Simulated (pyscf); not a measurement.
PySCF, gas phase, ωB97X-D3(BJ)/def2-SVP geometries.

Question: Estimate the classical barrier height and the reaction energy of H₂N–SiH=O + hydrogen (H₂) -> H₂N–SiH: [singlet] + water (H₂O) at ωB97X-D3(BJ)/def2-TZVP. The step runs on the singlet surface, breaks O–Si, H–H and forms H–O, H–O; take the separated reactants as zero.

Answer: ΔE‡ = 90.6 kcal/mol, ΔE = +25.2 kcal/mol. ωB97M-D3(BJ)/def2-TZVP gives 85.7 kcal/mol and +22.1 kcal/mol. Zero-point energy shifts the barrier by +0.8 kcal/mol. It is a concerted two-bond exchange, with an imaginary mode of 1278i cm⁻¹. On the product side the descent ends in a complex (not fully relaxed), 7.4 kcal/mol under the separated species and 72.7 kcal/mol under the saddle at ωB97X-D3(BJ)/def2-TZVP. The same reactants have a lower exit, to O=SiH₂ + NH₃ (barrier +30.5 kcal/mol at ωB97M-D3(BJ)/def2-TZVP, against +85.7 kcal/mol here). H₂N–SiH=O lies 7.4 kcal/mol over its isomer H₂N–Si:–OH [singlet] (electronic energy, ωB97M-D3(BJ)/def2-TZVP). One saddle was located; it need not be the lowest between these sides. A restricted solution here is unstable towards spin polarisation, so biradical character is likely and single-reference numbers are less safe.
